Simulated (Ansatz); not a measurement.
Cost and result up the ladder for AlH2(CCH) (C₂H₃Al) (6 atoms). The state is a singlet with charge 0. Geometry: PBE-D4/def2-TZVP.

```xyz
6

Al   -0.033   -0.518   -1.178
H     0.470    0.353   -2.409
H    -0.576   -2.003   -1.347
C     0.017    0.249    0.572
C     0.047    0.742    1.690
H     0.075    1.176    2.671
```

Ansatz on 4 threads of Arm Neoverse N1 on a shared host. Times are rough, and most runs start from the orbitals of an earlier one. r2SCAN0-D4/def2-TZVP serves as the yardstick here, not as an exact answer. Differences are given only for rows in sets of like size (and for xTB, whose basis is part of the method), since another set adds its own error. Binding counts from free atoms at the same level (Al doublet, H doublet, C triplet; other spins of the atoms weren't run), without zero-point energy or a counterpoise term.

B3LYP takes the VWN-RPA correlation. HSE06 is defined as in plane-wave codes, on full-range PBE exchange. Correlated methods freeze 7 core orbitals.

Correlated methods converge slowly with the basis.

```json
{"level": "PBE0-D4/def2-TZVP", "functions": "117", "binding energy per atom (eV)": "3.73", "difference from r2SCAN0-D4/def2-TZVP (eV)": "0.05"}
{"level": "BHLYP-D4/def2-TZVP", "functions": "117", "binding energy per atom (eV)": "3.63", "difference from r2SCAN0-D4/def2-TZVP (eV)": "-0.05"}
{"level": "r2SCAN-D4/def2-TZVP", "functions": "117", "binding energy per atom (eV)": "3.75", "difference from r2SCAN0-D4/def2-TZVP (eV)": "0.07"}
{"level": "B3LYP-D4/def2-TZVP", "functions": "117", "binding energy per atom (eV)": "3.74", "difference from r2SCAN0-D4/def2-TZVP (eV)": "0.06"}
{"level": "B3LYP-D4/6-31G", "functions": "37", "binding energy per atom (eV)": "3.58", "difference from r2SCAN0-D4/def2-TZVP (eV)": "–"}
{"level": "HSE06-D4/def2-TZVP", "functions": "117", "binding energy per atom (eV)": "3.73", "difference from r2SCAN0-D4/def2-TZVP (eV)": "0.05"}
{"level": "r2SCAN0-D4/def2-TZVP", "functions": "117", "binding energy per atom (eV)": "3.68", "difference from r2SCAN0-D4/def2-TZVP (eV)": "0.00"}
{"level": "PBE0-D4/def2-SVP", "functions": "61", "binding energy per atom (eV)": "3.75", "difference from r2SCAN0-D4/def2-TZVP (eV)": "–"}
{"level": "HF/def2-TZVP", "functions": "117", "binding energy per atom (eV)": "2.78", "difference from r2SCAN0-D4/def2-TZVP (eV)": "-0.91"}
{"level": "HF/6-31G", "functions": "37", "binding energy per atom (eV)": "2.55", "difference from r2SCAN0-D4/def2-TZVP (eV)": "–"}
{"level": "PBE-D4/def2-SVP", "functions": "61", "binding energy per atom (eV)": "3.82", "difference from r2SCAN0-D4/def2-TZVP (eV)": "–"}
{"level": "CCSD(T)/def2-TZVPP", "functions": "146", "binding energy per atom (eV)": "3.66", "difference from r2SCAN0-D4/def2-TZVP (eV)": "-0.02"}
{"level": "PBE-D4/def2-TZVP (with forces)", "functions": "117", "binding energy per atom (eV)": "3.80", "difference from r2SCAN0-D4/def2-TZVP (eV)": "0.12"}
{"level": "MP2/def2-TZVP", "functions": "117", "binding energy per atom (eV)": "3.71", "difference from r2SCAN0-D4/def2-TZVP (eV)": "0.02"}
```

(1) Estimate how long each takes.

Results:

(1) HF/6-31G 0.15 s; HF/def2-TZVP 0.45 s; PBE-D4/def2-SVP 0.45 s; B3LYP-D4/6-31G 0.45 s; PBE0-D4/def2-SVP 0.5 s; MP2/def2-TZVP 0.6 s; PBE-D4/def2-TZVP (with forces) 1 s; B3LYP-D4/def2-TZVP 1 s; BHLYP-D4/def2-TZVP 1.1 s; HSE06-D4/def2-TZVP 1.1 s; PBE0-D4/def2-TZVP 1.3 s; r2SCAN-D4/def2-TZVP 1.9 s; r2SCAN0-D4/def2-TZVP 2 s; CCSD(T)/def2-TZVPP 6.5 s. On shared hardware such times vary by a factor of up to 3.
